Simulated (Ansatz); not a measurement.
**SbH$_{2}$⁺, singlet: reading a ladder of total energies**

Geometry: that of the SbH2⁺, triplet, kept fixed.

```xyz
3

Sb    0.0000   -0.0136    0.0000
H     0.0000    0.8237   -1.4688
H     0.0000    0.8237    1.4688
```

Basis def2-SVP with its core potentials; Ansatz 0.2.0. Only valence electrons are correlated (noble-gas cores and the filled d shells of p-block atoms frozen), which leaves 6 electrons in 27 orbitals. R marks a restricted (for open shells ROHF) determinant. No spin–orbit coupling is included; scalar relativity enters through the core potentials alone.

Full CI is exact within this basis and frozen core; it isn't the basis-set limit.

Runs differ by some tens of microhartree through their thresholds, so steps under 0.03 kcal/mol mean nothing.

```tsv
level	total energy (hartree)
RHF	-240.071779
RMP2	-240.150160
RCCSD	-240.175945
RCCSD(T)	-240.177908
RCCSDT	-240.178439
RCCSDT(Q)	-240.178523
RCCSDTQ	-240.178544
full CI	-240.178546
```

**Question.** What is the correlation energy at full CI, and what share of it do RMP2 and RCCSD recover?

**Answer.** E(corr) = -240.178546 − (-240.071779) = -0.106767 hartree = -2.905 eV. RMP2: -0.078381 / -0.106767 = 73.41 %. RCCSD: -0.104166 / -0.106767 = 97.56 %.

**Question.** By how many kcal/mol does RCCSD(T) miss full CI (1 hartree = 627.509 kcal/mol), and which steps make up the rest?

**Answer.** -240.177908 − (-240.178546) = 0.000638 hartree = 0.40 kcal/mol. Steps: RCCSDT − RCCSD(T) = -0.33, RCCSDT(Q) − RCCSDT = -0.05, RCCSDTQ − RCCSDT(Q) = -0.01, full CI − RCCSDTQ = 0.00 kcal/mol. That is within 1 kcal/mol of the reference in this basis, which itself misses far more of the correlation at the basis-set limit.
